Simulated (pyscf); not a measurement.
## Substitution at Ge: GeH₄ (SMILES [GeH4]) + CH₃• (SMILES [CH3]) -> H₃C–GeH₃ (SMILES [CH3][GeH3]) + H• (SMILES [H])

Gas phase, doublet surface, charge 0. Bonds broken: Ge1–H3. Bonds formed: Ge1–C6. Optimised with ωB97X-D3(BJ)/def2-SVP in PySCF. Correlated levels are frozen-core, on RHF or UHF. ΔMP2 is the change of the MP2 total energy from the triple- to the quadruple-zeta basis.

Transition state (Å):

```xyz
9

Ge     0.6270     0.0319    -0.4637
H      0.7036     1.0406    -1.6350
H      1.3635    -1.0829    -1.4750
H     -0.5674    -0.9478    -0.3687
H      1.8361    -0.1354     0.4876
C     -0.3002     1.4333     0.8079
H     -0.4715     0.9319     1.7692
H     -1.2426     1.7286     0.3285
H      0.3895     2.2815     0.9077
```

One imaginary mode, 573i cm⁻¹; descent along it reached the two sides named.

```json
[
 {"bond": "Ge1–H3", "change": "breaks", "reactant side (Å)": "1.538", "saddle": "1.676", "product side": "3.7"},
 {"bond": "Ge1–C6", "change": "forms", "reactant side (Å)": "3.5", "saddle": "2.107", "product side": "1.952"}
]
```

Electronic energies relative to the separated reactants (kJ/mol):

| level | barrier | reaction energy | reverse barrier |
|---|---|---|---|
| ωB97X-D3(BJ)/def2-TZVP | 72.6 | +17.2 | 55.4 |
| PBE/def2-TZVP | 39.0 | +19.7 | 19.3 |
| r²SCAN/def2-TZVP | 55.7 | +39.7 | 16.0 |
| B3LYP-D3(BJ)/def2-TZVP | 64.8 | +38.3 | 26.4 |
| PBE0-D3(BJ)/def2-TZVP | 56.2 | +19.9 | 36.3 |
| M06-2X/def2-TZVP | 67.4 | +16.5 | 50.9 |
| ωB97M-D3(BJ)/def2-TZVP | 78.2 | +25.9 | 52.3 |
| HF/def2-TZVP | 178.5 | +51.6 | 126.8 |
| MP2/def2-QZVPP | 78.0 | +3.0 | 75.0 |
| CCSD/def2-TZVPP | 95.0 | +34.7 | 60.3 |
| CCSD(T)/def2-TZVPP | 81.3 | +27.2 | 54.1 |
| CCSD(T)/def2-TZVPP + ΔMP2(QZVPP) | 78.0 | +26.4 | 51.6 |

With CCSD(T)/def2-TZVPP + ΔMP2(QZVPP) energies and thermal terms (ideal gas, 1 atm, RRHO with modes under 100 cm⁻¹ raised to 100, one conformer, R ln 2 for chiral ones without a mode under 150 cm⁻¹), in kJ/mol:

```
T (K)   ΔH‡    ΔG‡     ΔH     ΔG
-----  ----  -----  -----  -----
298    78.8  116.1  +26.0  +34.8
600    79.4  153.8  +28.9  +42.7
900    81.8  190.5  +33.0  +48.8
1200   84.6  226.3  +37.3  +53.4
```

The same reactants have a lower exit, to GeH₃• + CH₄ (barrier +21.4 kJ/mol at ωB97M-D3(BJ), against +78.2 kJ/mol here). One saddle was located; it need not be the lowest between these sides. The angle at the attacked Ge is 180°. The CCSD(T) − MP2 part came from Ansatz, without density fitting, on the same reference. The frozen core leaves the outer d or s,p core shells of the metals and heavy elements correlated in the MP2 and CC values, and def2-TZVPP describes them poorly, which can shift differences by a few kcal/mol. Elements up to Kr have no core potential and no relativistic terms here.
